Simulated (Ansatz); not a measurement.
# BNH (quartet): wave-function methods side by side at scale of all distances = 1.126, 6-31G

How much of the correlation energy of BNH (quartet) does each wave-function method recover here?

Computed with Ansatz 0.2.0, Gaussian basis. Level: 6-31G, core rule «outside noble gas», up to 2 orbitals frozen.

The runs, in order: UHF; CCSD(T) on ROHF; CCSD(T) on UHF; BCCD(T) on ROHF; CISD; CCSDT(Q) on ROHF; CCSDT(Q) on UHF; CCSDTQ on ROHF; CASSCF and MRCISD+Q, 5 electrons in 5 orbitals; CASSCF and NEVPT2, 5 electrons in 5 orbitals; CASSCF and MRCISD+Q, 9 electrons in 9 orbitals; CASSCF and NEVPT2, 9 electrons in 9 orbitals; Full CI.

19 further runs of the same task are left out: 1 for a known fault of the program, 14 that didn't finish, 4 set aside as unsound or not needed.

## Step 1: What is computed

The geometry derives from a PBE0/def2-TZVP stationary point (not a proven minimum). All distances are scaled together.

3 atoms, charge 0, spin multiplicity 4.

Atoms are counted from 1 here; the program's logs count them from 0.

Bond lengths: B1–N2 1.650 Å, N2–H3 1.160 Å. Angles: B1–N2–H3 111.7°.

## Step 2: UHF

in.yaml

```yaml
crystal:
  periodic: [false, false, false]
  atoms:
    - {symbol: B, position_ang: [0.000000, 0.089801, 0.972611]}
    - {symbol: N, position_ang: [0.000000, -0.132437, -0.662006]}
    - {symbol: H, position_ang: [0.000000, 0.877205, -1.232597]}
basis:
  gaussian: {orbitals: 6-31G}
magnetization: {spin_polarized: true, initial_magnetization: 3}
hamiltonian: {xc: hf}
output: {orbitals: {seedname: orbitals}}
```

Command:

```console
> ansatz run in.yaml --threads 1 --pin off --events-out ev --progress --plain --max-ram 2393MiB
```

The runs that follow: CCSD(T) on ROHF; CCSD(T) on UHF; BCCD(T) on ROHF; CISD; CCSDT(Q) on ROHF; CCSDT(Q) on UHF; CCSDTQ on ROHF; CASSCF and MRCISD+Q, 5 electrons in 5 orbitals; CASSCF and NEVPT2, 5 electrons in 5 orbitals; CASSCF and MRCISD+Q, 9 electrons in 9 orbitals; CASSCF and NEVPT2, 9 electrons in 9 orbitals; Full CI.

**Question.** What will the summary of the whole plan be? Wanted: FCI below the RHF energy; RMP2 from FCI; UMP2 from FCI; RCCSD from FCI; RCCSD(T) from FCI; UCCSD(T) from FCI; RCCSDT(Q) from FCI; UCCSDT(Q) from FCI; NEVPT2 pair from FCI.

The runs gave:

```
                         quantity                                                                                                        value
         FCI below the RHF energy                                                                                                   -3.7385 eV
                    RMP2 from FCI                                                                                                 +68.4 kJ/mol
                    UMP2 from FCI                                                                                                 +68.7 kJ/mol
                   RCCSD from FCI                                                                                                 +12.3 kJ/mol
                RCCSD(T) from FCI                                                                                                  +3.2 kJ/mol
                UCCSD(T) from FCI                                                                                                  +3.1 kJ/mol
               RCCSDT(Q) from FCI                                                                                                   0.0 kJ/mol
               UCCSDT(Q) from FCI                                                                                                  -0.1 kJ/mol
             NEVPT2 pair from FCI                                                                                                 +60.2 kJ/mol
           MRCISD+Q pair from FCI                                                                                                  +4.0 kJ/mol
          NEVPT2 valence from FCI                                                                                                 +34.1 kJ/mol
levels within 1 kcal/mol (43 meV)  RCCSD(T), UCCSD(T), BCCD(T), RCCSDT, UCCSDT, RCCSDT(Q), UCCSDT(Q), RCCSDTQ, MRCISD+Q pair, MRCISD+Q valence
                    T1 diagnostic                                                                                                        0.033
   effectively unpaired electrons                                                                                                         3.04
```

**Reading.** RCCSD(T) lands +3.2 kJ/mol from the yardstick (0.9 % of the correlation energy). One determinant dominates. Of the multireference levels listed MRCISD+Q valence comes nearest in total energy (+2.5 kJ/mol), which doesn't show that its space is the better one. These misses are within one basis, not against nature; the frozen cores of restricted and unrestricted runs differ, which can shift their rows.
